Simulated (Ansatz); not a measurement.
# Scan of [SiH₃···H···CH₂], triplet

Starting geometry:

```xyz
8

Si   -0.9103    0.0000    0.0000
H    -1.4051    1.3997    0.0000
H    -1.4051   -0.6999    1.2122
H    -1.4051   -0.6999   -1.2122
H     0.5743    0.0000    0.0000
C     2.0247    0.0000    0.0000
H     2.4392    0.0000    0.9962
H     2.4392    0.0000   -0.9962
```

From there H5 is moved from one fragment to the other while all else, the fragments' distance too, stays fixed; atoms are numbered as listed. Energies are in eV, counted from the starting geometry at the same level. Kohn–Sham curves are unrestricted where that lies lower.

Basis cc-pVDZ; Ansatz 0.2.0. Only valence electrons are correlated (noble-gas cores frozen). R marks a restricted (for open shells ROHF) determinant, U an unrestricted one.

In so small a basis the reference is far from its limit while semilocal and hybrid functionals are nearer theirs (RPA and double hybrids share much of the reference's basis error), so the functionals' errors here hold much of the reference's basis and frozen-core error, which can add to them or hide them.

Full CI isn't at hand for all of this; UCCSDT(Q) serves as the reference, and is uncertain by about the last step of the cluster series.

```tsv
distance Si1-H5 (Å)	UCCSDT(Q)	PBE	r2SCAN	PBE0	B3LYP	r2SCAN0	wB97M-V	B2PLYP	RPA-PBE
1.485	0.000	0.000	0.000	0.000	0.000	0.000	0.000	0.000	0.000
1.536	-0.084	-0.125	-0.111	-0.111	-0.103	-0.099	-0.096	-0.094	-0.094
1.639	-0.257	-0.340	-0.313	-0.316	-0.295	-0.294	-0.286	-0.281	-0.282
1.742	-0.433	-0.504	-0.487	-0.494	-0.467	-0.479	-0.468	-0.463	-0.459
1.845	-0.504	-0.530	-0.538	-0.550	-0.525	-0.554	-0.537	-0.536	-0.521
```

Q: Judged by the spread of the error over the points with a reference (largest less smallest), which of these follows UCCSDT(Q) best and which worst?

A: Subtracting the UCCSDT(Q) column from each: best RPA-PBE (errors from -0.026 to 0.000, spread 0.026 eV), worst PBE (from -0.083 to 0.000, spread 0.083 eV). Functionals and wave-function methods converge differently with the basis, so part of this is basis effect.
